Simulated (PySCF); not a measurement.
**Static response to an electric field**

Species: 2-propanamine, C3H9N.
Cartesian coordinates in Å at the PBE0-D3(BJ)/def2-SVP level; atoms count from 1:
```
atom  x, y, z in Å
C1    -0.625    1.138    0.491
C2    -0.055    0.007   -0.351
C3     1.332   -0.398    0.126
N4    -0.941   -1.143   -0.262
H5     0.021    2.028    0.453
H6    -0.724    0.816    1.540
H7    -1.624    1.436    0.134
H8     0.050    0.388   -1.392
H9     1.747   -1.205   -0.499
H10    1.282   -0.766    1.162
H11    2.031    0.450    0.084
H12   -0.598   -1.900   -0.851
H13   -1.867   -0.905   -0.614
```

Level: CAM-B3LYP/def2-SVPD (PySCF), static field, nuclei fixed, core orbitals frozen in the response. The polarisability tensor in these axes (au):

```
x   50.94 -0.42  0.31
y   -0.42 50.28  1.66
z    0.31  1.66 45.93
```

Question: Diagonalise the tensor; give its mean and Δα, where Δα² is half the sum of the squared differences of the eigenvalues.

Answer: Principal values 45.34, 50.60 and 51.22 au; mean 49.05 au = 7.27 Å³ = 8.09 × 10⁻⁴⁰ C²·m²/J; Δα = 5.59 au (11 % of the mean).

Question: What is the dipole moment, and where does it point?

Answer: (0.03, 0.34, -1.28) D, 1.32 D in size, pointing from the negative to the positive side. Measured along this direction, the outermost atoms are H10 and H6 at the negative end and H8 at the positive end.

Question: What would n − 1 = 2πNα be for an ideal gas of these molecules at 500 K and 1 atm, electronic part alone?

Answer: N = p/kT = 1.4678 × 10¹⁹ cm⁻³, so n − 1 = 2π × N × 7.27 × 10⁻²⁴ cm³ = 670 × 10⁻⁶ at long wavelengths, for an ideal gas.

Question: Along which axes do the principal values lie, and how far do the nuclei extend along each?

Answer: Largest value along (0.78, -0.61, -0.15), where the nuclei span 4.33 Å; middle along (0.62, 0.72, 0.30), 3.62 Å; least along (-0.08, -0.32, 0.94), 2.69 Å. The response follows the extents in order.

Question: Give the eigenvalues of the traceless quadrupole moment Θ = ½Σq(3rr − r²1), origin at the centre of nuclear charge.

Answer: -4.43, 0.99, 3.43 D·Å. The values depend on the origin, since the dipole doesn't vanish. The electronic extent ⟨r²⟩ about the same centre is 334 bohr², a root-mean-square distance of 1.66 Å for the 34 electrons.

Question: Find the Langevin capture rate constant for H3O+ (19.018 u) meeting this molecule (59.073 u), k = 2.342 × 10⁻⁹ cm³/s × √(α in Å³ / reduced mass in u).

Answer: The reduced mass is 14.39 u, so k = 1.66 × 10⁻⁹ cm³/s. The formula leaves out the permanent dipole, which adds to the capture rate.

Question: Rayleigh depolarisation ratio (linearly polarised light, static tensor)?

Answer: ρ = 3Δα²/(45ᾱ² + 4Δα²) = 93.9/(108268 + 125.2) = 0.000866.

One conformer (not necessarily the lowest) at the PBE0-D3(BJ)/def2-SVP geometry, without solvent, vibrations or thermal averaging.

The run behind these numbers computed excited states and ΔSCF ions as well. Hardware: one thread, Arm Neoverse V2 (aarch64) (shared host). Cost: 29 s wall, 0.65 GiB resident at most.
